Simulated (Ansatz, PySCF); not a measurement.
C₂H₆O, SMILES C(C)O (connectivity only; charge and spin as stated), charge +1, multiplicity 2. Atoms are numbered in the order given.

```xyz
9

C     -0.2420    -1.2244     0.0000
C      0.4685     0.0731     0.0000
O     -0.2069     1.2338     0.0000
H      0.4794    -2.0418     0.0000
H     -0.8776    -1.3258    -0.8874
H     -0.8776    -1.3258     0.8874
H      1.2737     0.2056     0.7949
H      1.2737     0.2056    -0.7949
H     -1.1804     1.1197     0.0000
```
Charge +1, spin multiplicity 2.

Geometry optimised at PBE0-D3(BJ)/def2-TZVP. The multiplicity is an assumed one; other spin states were not compared. One conformer was computed; it need not be the lowest.

Two levels are set side by side: PBE-D3(BJ)/def2-TZVP (Ansatz, an electronic-structure program) and PBE0-D3(BJ)/def2-TZVP (Ansatz). Each level has its own optimised geometry; the coordinates shown are those of the second. Frequencies come from the Hessian of PySCF at each geometry. Differences are taken from unrounded values.

| quantity | PBE0-D3(BJ) | PBE-D3(BJ) | PBE-D3(BJ) minus PBE0-D3(BJ) |
|---|---|---|---|
| mean bond length (Å) | 1.170 | 1.180 | 0.009 |
| bond C1–C2 (Å) | 1.479 | 1.481 | 0.002 |
| bond C2–O3 (Å) | 1.343 | 1.364 | 0.021 |
| bond C1–H4 (Å) | 1.090 | 1.097 | 0.007 |
| bond C1–H5 (Å) | 1.096 | 1.107 | 0.011 |
| bond C1–H6 (Å) | 1.096 | 1.107 | 0.011 |
| bond C2–H7 (Å) | 1.139 | 1.146 | 0.007 |
| bond C2–H8 (Å) | 1.139 | 1.146 | 0.007 |
| bond O3–H9 (Å) | 0.980 | 0.990 | 0.010 |
| highest harmonic wavenumber (cm⁻¹) | 3631 | 3493 | -137 |
| mean harmonic wavenumber (cm⁻¹) | 1566 | 1512 | -54 |
| zero-point energy (kcal/mol) | 47.01 | 45.38 | -1.63 |

Exact exchange shortens and stiffens bonds; PBE has none. Differences between two approximate levels are no errors against the true value.
